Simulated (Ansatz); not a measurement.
in.yaml

```yaml
crystal:
  periodic: [false, false, false]
  atoms:
    - {symbol: B, position_ang: [0.000000, 0.000000, 0.000000]}
    - {symbol: H, position_ang: [0.000000, 0.000000, 1.262771]}
basis:
  gaussian: {orbitals: STO-3G}
total_charge: -1
magnetization: {spin_polarized: false, initial_magnetization: 1}
correlation: {active_space: {window: {electrons: 5, orbitals: 4}, fixed_orbitals: true}}
scf: {lower_state_search: off}
output: {forces: true}
```

```sh
$ ansatz run in.yaml --threads 1 --pin off --events-out ev --progress --plain --max-ram 2393MiB
```

Q: Roughly how long does this take on 1 thread of Arm Neoverse V2, shared host, and how much host memory?

A: 0.06 s wall and 0.06 GiB.

```
these checks for a lower state are left out or cut short: starts, cluster_reference, orbital_swaps, neighbouring_geometries, increment
72 factors; integrals over basis functions are off by at most 9.0e-7 eV
mean field evaluation 1: about -666.4826 eV, gradient 5.0e0 eV
mean field evaluation 2: about -666.4917 eV, gradient 5.0e0 eV
mean field evaluation 4: about -666.6236 eV, gradient 3.9e-2 eV
mean field evaluation 8: about -666.6235 eV, gradient 9.9e-6 eV
mean field -666.62346931 eV, -24.4979606435 hartree, gradient 9.9e-6 eV, S^2 0.750000; 0 other end points of the search recorded, 0 dependent functions left out
reference -666.62346931 eV, -24.4979606435 hartree; 4, 3 occupied and 2, 3 virtual orbitals, 72 factors
state -667.17242780 eV, -24.5181344959 hartree
the calculation of the forces begins
Total energy: -667.17242780 eV, -24.5181344959 hartree
Atom 0 at     0.000000     0.000000     0.000000 Å, force    -0.000000     0.000000    -0.071178 eV/Å
Atom 1 at     0.000000     0.000000     1.262771 Å, force     0.000000    -0.000000     0.071178 eV/Å
Dipole moment:    -0.000000    -0.000000     0.146725 e Å
Checks for a lower state left out: starts, cluster_reference, orbital_swaps, neighbouring_geometries, increment
```

Forces (eV/Å):
```
B    0.000  0.000 -0.071
H    0.000  0.000  0.071
```
